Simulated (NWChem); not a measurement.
**Correlation energy of ozone (O3)**

```xyz
3

O     -1.0607     0.0000    -0.2102
O      0.0000     0.0000     0.4204
O      1.0607     0.0000    -0.2102
```
Charge 0, spin multiplicity 1.

Everything below was run with NWChem. Structure: optimised with PBE0/def2-SVP, a minimum by its harmonic frequencies.

Basis set: 6-31G*. Each correlation energy counts from its own Hartree-Fock reference.

The correlated methods keep 3 core orbitals frozen. The Pople sets run with spherical d functions. The species is likely to have several important configurations. No row is a measurement; the coupled-cluster row has its own basis-set and correlation limits.

```tsv
method	correlation energy (mHa)
MP2	-595.6
SCS-MP2	?
CR-CCSD[T]	-599.0
CR-CCSD(T)	?
CCSD	-576.4
CCSD+T(CCSD)	?
CCSD(T)	-605.1
```

### Question
Complete the blanks.

### Answer

- SCS-MP2, correlation energy (mHa): -569.5
- CR-CCSD(T), correlation energy (mHa): -597.2
- CCSD+T(CCSD), correlation energy (mHa): -607.6
